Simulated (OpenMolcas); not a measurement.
# triplet HNO, step by step

We compute the energy (UHF/STO-3G), then the energy (CASSCF(2,2)/STO-3G), then a single-point energy (CASPT2(2,2)/STO-3G), then the energy (SC-NEVPT2(2,2)/STO-3G), then the energy (MRCI(2,2)/STO-3G) of triplet HNO. 

Program for the calculation: OpenMolcas 26.06.

1 further run of the same task is left out (for a known fault of the program).

## 1. The system as given

The species is HNO (3 atoms), meant as a triplet with charge 0. SMILES of the parent species: `N=O`. The coordinates come from a PBE0-D4/def2-TZVP relaxation. That shape belongs to the parent species and isn't relaxed for this state.

Bond lengths: N1–O2 1.190 Å, N1–H3 1.063 Å. Angles: O2–N1–H3 108.9°.

## 2. The energy at UHF/STO-3G (run 1)

input.xyz

```xyz
3

N     -0.283700     0.312790    -0.117160
O      0.755300     0.397200     0.456500
H     -0.471600    -0.709980    -0.339350
```

step1.input

```
* HNO Hartree-Fock
>>> EXPORT MOLCAS_PRINT=2

&GATEWAY
  BasLib
  $CurrDir
  Coord
  input.xyz
  Basis
  STO-3G
  Group
  NoSym

&SEWARD

&SCF
  UHF
  Spin
  3
  Scramble
  0.25
  PrOrbitals
  1 1
```

The basis set STO-3G is read from a file made from the Basis Set Exchange's data (not shown).

Launch:

```sh
$ export MOLCAS_MEM=1860
$ pymolcas step1.input > step1.log
```

Output:

```text
--- Start Module: gateway ---
[...]
--- Stop Module: gateway /rc=_RC_ALL_IS_WELL_ ---
--- Start Module: seward ---
[...]
      Basis functions           11
--- Stop Module: seward /rc=_RC_ALL_IS_WELL_ ---
[...]
--- Start Module: scf ---
[...]
       Convergence after  22 Iterations
[...]
::    Total SCF energy                               -128.0634226843
[...]
      Total spin, S                                     1.0017956237
[...]
      Total electronic charge=   16.000000
      Total            charge=   -0.000000
[...]
      Dipole Moment (debye):
      Origin of the operator (angstrom)=    0.2462    0.3231    0.1716
                   X=  1.4145E-02               Y= -1.5145E+00               Z= -1.7037E-01           Total=  1.5241E+00
      Quadrupole Moment (debye*angstrom):
[...]
--- Stop Module: scf /rc=_RC_ALL_IS_WELL_ ---
[...]
```

Wall time 3.3 s (1 thread of Arm Neoverse V2, shared host); peak memory 0.37 GiB.

## 3. A single-point energy at CASSCF(2,2)/STO-3G (run 2)

input.xyz is that of step 2.

step2.input

```
>>> EXPORT MOLCAS_PRINT=2

&GATEWAY
 BasLib=$CurrDir
 Coord=input.xyz
 Basis=STO-3G
 Group=NoSym

&SEWARD

&RASSCF
 FileOrb=$CurrDir/step1.UnaOrb
 Spin=3
 Nactel=2 0 0
 Inactive=7
 Ras2=2
 OrbListing=Nothing
```

The basis set STO-3G is read from a file made from the Basis Set Exchange's data (not shown).

Launch:

```sh
$ export MOLCAS_MEM=1860
$ pymolcas step2.input > step2.log
```

Output:

```text
--- Start Module: gateway ---
[...]
--- Stop Module: gateway /rc=_RC_ALL_IS_WELL_ ---
--- Start Module: seward ---
[...]
      Basis functions           11
--- Stop Module: seward /rc=_RC_ALL_IS_WELL_ ---
--- Start Module: rasscf ---
[...]
      Number of active orbitals                  2
[...]
      Spin quantum number                      1.0
[...]
      Active orbitals                            2
[...]
      Number of CSFs                             1
[...]
      Number of root(s) required                 1
[...]
      Convergence after  7 iterations
[...]
      printout of CI-coefficients larger than  0.05 for root  1
      energy=    -128.061145
      conf/sym  11     Coeff  Weight
             1  uu   1.00000 1.00000
      Natural orbitals and occupation numbers for root  1
      sym 1:   1.000000   1.000000
      ************************************************************************************************************************
      *                                                    Final results                                                     *
[...]
::    RASSCF root number  1 Total energy:   -128.06114545
[...]
      Total electronic charge=   16.000000
      Total            charge=   -0.000000
[...]
      Dipole Moment (debye):
      Origin of the operator (angstrom)=    0.2462    0.3231    0.1716
                   X= -1.3747E-03               Y= -1.5359E+00               Z= -1.8131E-01           Total=  1.5466E+00
      Quadrupole Moment (debye*angstrom):
[...]
--- Stop Module: rasscf /rc=_RC_ALL_IS_WELL_ ---
[...]
```

It took 2.1 s on 1 thread of Arm Neoverse V2, shared host; peak memory 0.37 GiB.

## 4. The energy at CASPT2(2,2)/STO-3G (run 3)

input.xyz is that of step 3.

step3.input

```
&GATEWAY
 BasLib=$CurrDir
 Coord=input.xyz
 Basis=STO-3G
 Group=NoSym

&SEWARD

&RASSCF
 FileOrb=$CurrDir/step2.RasOrb
 Spin=3
 Nactel=2 0 0
 Inactive=7
 Ras2=2
 OrbListing=Nothing

&CASPT2
 Imaginary=0.1
 Frozen=2
```

The basis set STO-3G is read from a file made from the Basis Set Exchange's data (not shown).

Launch:

```sh
$ export MOLCAS_MEM=1860
$ pymolcas step3.input > step3.log
```

Output:

```text
--- Start Module: gateway ---
[...]
--- Stop Module: gateway /rc=_RC_ALL_IS_WELL_ ---
[...]
      Basis functions           11
[...]
--- Start Module: rasscf ---
[...]
      Number of active orbitals                  2
[...]
      Spin quantum number                      1.0
[...]
      Active orbitals                            2
[...]
      Number of CSFs                             1
[...]
      Number of root(s) required                 1
[...]
      Convergence after  4 iterations
[...]
      printout of CI-coefficients larger than  0.05 for root  1
      energy=    -128.061145
      conf/sym  11     Coeff  Weight
             1  uu   1.00000 1.00000
      Natural orbitals and occupation numbers for root  1
      sym 1:   1.000000   1.000000
      ************************************************************************************************************************
      *                                                    Final results                                                     *
[...]
::    RASSCF root number  1 Total energy:   -128.06114545
[...]
      Total electronic charge=   16.000000
      Total            charge=   -0.000000
[...]
      Dipole Moment (debye):
      Origin of the operator (angstrom)=    0.2462    0.3231    0.1716
                   X= -1.3772E-03               Y= -1.5359E+00               Z= -1.8131E-01           Total=  1.5466E+00
      Quadrupole Moment (debye*angstrom):
[...]
--- Stop Module: rasscf /rc=_RC_ALL_IS_WELL_ ---
--- Start Module: caspt2 ---
[...]
 ###    WARNING: User changed nr of frozen orbitals.                         ###
 ###############################################################################
[...]
      E2 (Variational):          -0.0735663723
      Total energy:            -128.1347118266
[...]
      Reference weight:           0.96758
[...]
::    CASPT2 Root  1     Total energy:   -128.13471183
[...]
--- Stop Module: caspt2 /rc=_RC_ALL_IS_WELL_ ---
[...]
```

Wall time 2 s (1 thread of Arm Neoverse V2, shared host); peak memory 0.37 GiB.

## 5. The energy at SC-NEVPT2(2,2)/STO-3G (run 4)

input.xyz is that of step 4.

step4.inp

```
* HNO NEVPT2

&GATEWAY
 BasLib
 $CurrDir
 Coord
 input.xyz
 Basis
 STO-3G
 Group
 NoSym

&SEWARD

&RASSCF
 FileOrb
 $CurrDir/step2.RasOrb
 Spin
 3
 Nactel
 2 0 0
 Inactive
 7
 Ras2
 2
 OrbListing
 Nothing

&CASPT2
 SC-NEVPT2
 Frozen
 2
```

The basis set STO-3G is read from a file made from the Basis Set Exchange's data (not shown).

Launch:

```sh
$ export MOLCAS_MEM=1860
$ pymolcas step4.inp > step4.log
```

Output:

```text
--- Start Module: gateway ---

                                              &GATEWAY

                       available to each process: 1.9 GB of memory, 1 thread

 Basis Set     1 Label: N.STO-3G
 Basis set is read from library:.
 basistype.tbl is not found

 Basis Set     2 Label: O.STO-3G
 Basis set is read from library:.
 basistype.tbl is not found

 Basis Set     3 Label: H.STO-3G
 Basis set is read from library:.
 basistype.tbl is not found

++    Symmetry information:
      ---------------------

                    Character Table for C1

                             E
                    a        1  x, y, xy, Rz, z, xz, Ry, yz, Rx, I
--

++    Basis set information:
      ----------------------

      Basis set label: N.STO-3G.........

[... 189 lines left out ...]
                                         RASSCF iterations: Energy and convergence statistics
[... 19 lines left out ...]
      printout of CI-coefficients larger than  0.05 for root  1
[... 4 lines left out ...]
      Natural orbitals and occupation numbers for root  1
[... 10 lines left out ...]
      RASSCF energy for state  1                   -128.06114545
[... 13 lines left out ...]
      Von Neumann Entropy (Root   1) =  1.00000
[... 57 lines left out ...]
      Spin density orbitals for root   1 are written to the SPDORB.1 file
[... 74 lines left out ...]
 Compute H0 matrices for state    1
[... 4 lines left out ...]
********************************************************************************
  NEVPT2 EQUATION SOLUTION
--------------------------------------------------------------------------------
 ###############################################################################
 ###    Location: AixRd                                                      ###
 ###    File: LUCIEX                                                         ###
 ###    Premature abort while reading buffer from disk                       ###
 ###    End of file reached                                                  ###
 ###############################################################################

--- Stop Module: caspt2 /rc=-6 ---

.########################.
.# Non-zero return code #.
.########################.

    Timing: Wall=2.01 User=1.01 System=0.35
```

It took 2.2 s on 1 thread of Arm Neoverse V2, shared host; peak memory 0.37 GiB.

The run ended with an error.

## 6. The energy at MRCI(2,2)/STO-3G (run 5)

input.xyz is that of step 5.

step5.inp

```
>>> EXPORT MOLCAS_PRINT=2
&GATEWAY
BasLib
$CurrDir
Coord
input.xyz
Basis
STO-3G
Group
NoSym
&SEWARD
&RASSCF
FileOrb
$CurrDir/step2.RasOrb
Spin
3
Nactel
2 0 0
Inactive
7
Ras2
2
OrbListing
Nothing
&MOTRA
LumOrb
Frozen
2
&GUGA
Electrons
12
Spin
3
Inactive
5
Active
2
CIAll
1
&MRCI
SDCI
```

The basis set STO-3G is read from a file made from the Basis Set Exchange's data (not shown).

Launch:

```sh
$ export MOLCAS_MEM=1860
$ pymolcas step5.inp > step5.log
```

Output:

```text
--- Start Module: gateway ---
[...]
--- Stop Module: gateway /rc=_RC_ALL_IS_WELL_ ---
[...]
      Basis functions           11
[...]
      Number of active orbitals                  2
[...]
      Spin quantum number                      1.0
[...]
      Active orbitals                            2
[...]
      Number of CSFs                             1
[...]
      Number of root(s) required                 1
[...]
      Convergence after  4 iterations
[...]
      printout of CI-coefficients larger than  0.05 for root  1
      energy=    -128.061145
      conf/sym  11     Coeff  Weight
             1  uu   1.00000 1.00000
      Natural orbitals and occupation numbers for root  1
      sym 1:   1.000000   1.000000
      ************************************************************************************************************************
      *                                                    Final results                                                     *
[...]
::    RASSCF root number  1 Total energy:   -128.06114545
[...]
      Dipole Moment (debye):
      Origin of the operator (angstrom)=    0.2462    0.3231    0.1716
                   X= -1.3772E-03               Y= -1.5359E+00               Z= -1.8131E-01           Total=  1.5466E+00
      Quadrupole Moment (debye*angstrom):
[...]
      *** WARNING: Default frozen orbitals is overwritten by user input.
      *** Default values:   2
[...]
--- Start Module: guga ---
[...]
--- Stop Module: guga /rc=_RC_ALL_IS_WELL_ ---
--- Start Module: mrci ---
[...]
       (But an ACPF correction will be computed)
       USE THE DEFAULT ACPF G-VALUE GFAC=  0.16666666666666666
[...]
                      CI ENERGY:  -128.15497528
[...]
                ACPF CORRECTION:    -0.00696291
[...]
      Total electronic charge=   16.000000
      Total            charge=   -0.000000
[...]
     ACPF CORRECTION:     -0.00696291
[...]
  CI State   1     Total energy:   -128.15497528     QDav:     -0.00848137     QACPF:     -0.00696291
[...]
--- Stop Module: mrci /rc=_RC_ALL_IS_WELL_ ---
[...]
```

Run time: 2.2 s. Hardware: 1 thread of Arm Neoverse V2, shared host; peak memory 0.37 GiB.

## 7. Results

| quantity | value |
| --- | --- |
| run 1, UHF/STO-3G: total energy | -128.06342 Eh |
| run 1, UHF/STO-3G: dipole moment | 1.52 D |
| run 1, UHF/STO-3G: HOMO energy (highest over α and β) | -8.83 eV |
| run 1, UHF/STO-3G: LUMO energy (lowest over α and β) | 7.03 eV |
| run 1, UHF/STO-3G: ⟨S²⟩ | 2.005 |
| run 2, CASSCF(2,2)/STO-3G: total energy | -128.06115 Eh |
| run 2, CASSCF(2,2)/STO-3G: dipole moment (CASSCF density) | 1.55 D |
| run 3, CASPT2(2,2)/STO-3G: total energy | -128.13471 Eh |
| run 3, CASPT2(2,2)/STO-3G: dipole moment (CASSCF density) | 1.55 D |
| run 5, MRCI(2,2)/STO-3G: total energy | -128.15498 Eh |
| run 5, MRCI(2,2)/STO-3G: dipole moment (CASSCF density) | 1.55 D |
| run 4, SC-NEVPT2(2,2)/STO-3G | no result (crashed) |

Mulliken charges (run 2, CASSCF(2,2)/STO-3G) run from -0.16 on N1 to +0.18 on H3; they depend strongly on the basis. Mulliken charges (run 3, CASPT2(2,2)/STO-3G) of the CASSCF density run from -0.16 on N1 to +0.18 on H3; they depend strongly on the basis. Mulliken charges (run 5, MRCI(2,2)/STO-3G) of the CASSCF density run from -0.16 on N1 to +0.18 on H3. 1 of the 5 runs did not end normally.
